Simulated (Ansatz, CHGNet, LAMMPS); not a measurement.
Lattice constant a of B20 (FeSi-type) FeSi: levels of theory against measurement

Reference value: 4.483 Å (measured, temperature not stated, not corrected to a static lattice; as tabulated in Wikipedia's data pages).

**Question.** What do MEAM AlSiMgCuFe.meam, CHGNet 0.3.0, LDA, PBE, PBEsol, RPBE, PBE-D3(BJ), PBEsol-D3(BJ), rVV10, r²SCAN-D4, r²SCAN+rVV10, HSE06 give, and how far is each from the reference?

**Answer.** 
| level (code) | value (Å) | difference (%) |
|---|---|---|
| MEAM AlSiMgCuFe.meam (LAMMPS) | 4.694 | +4.71 |
| CHGNet 0.3.0 | 4.441 | -0.94 |
| LDA (Ansatz) | 4.369 | -2.54 |
| PBE (Ansatz) | 4.448 | -0.78 |
| PBEsol (Ansatz) | 4.403 | -1.78 |
| RPBE (Ansatz) | 4.475 | -0.18 |
| PBE-D3(BJ) (Ansatz) | 4.401 | -1.83 |
| PBEsol-D3(BJ) (Ansatz) | 4.364 | -2.65 |
| rVV10 (Ansatz) | 4.460 | -0.51 |
| r²SCAN-D4 (Ansatz) | 4.390 | -2.07 |
| r²SCAN+rVV10 (Ansatz) | 4.395 | -1.96 |
| HSE06 (Ansatz) | 4.381 | -2.28 |

Leaving aside MEAM AlSiMgCuFe.meam (doubt noted below): The reference's temperature isn't stated, so close values are not ranked against it. Off by more than 1.25 %, or 1.75 % on the side where a correction would as a rule narrow the miss (bounds picked here): PBEsol-D3(BJ) (-2.65 %), LDA (-2.54 %), HSE06 (-2.28 %), r²SCAN-D4 (-2.07 %), r²SCAN+rVV10 (-1.96 %), PBE-D3(BJ) (-1.83 %), PBEsol (-1.78 %).

The reference isn't brought to a static lattice, while the calculations are for one, so the differences are not the levels' errors alone. A static lattice is as a rule a little smaller than the measured one. The crystal itself was run without spin with LDA, PBE, PBEsol, RPBE, PBE-D3(BJ), PBEsol-D3(BJ), rVV10, r²SCAN-D4, r²SCAN+rVV10, HSE06; a magnetic state was not tried in these runs. MEAM AlSiMgCuFe.meam: the potential file covers more elements than this solid holds. Cutoffs and k meshes differ between the levels. Ansatz's density-functional and Hartree–Fock values are scalar-relativistic unless marked +SOC, with PAW data made under PBE.

Empirical potentials (MEAM AlSiMgCuFe.meam) are fitted to chosen data: where that held the value shown, agreement is built in, and what lay outside the fit can be far off. Machine-learned potentials (CHGNet 0.3.0) are trained on DFT data: a solid inside that data is no test of them.

Differences are worked out from the printed values.

Ansatz is an electronic-structure program.
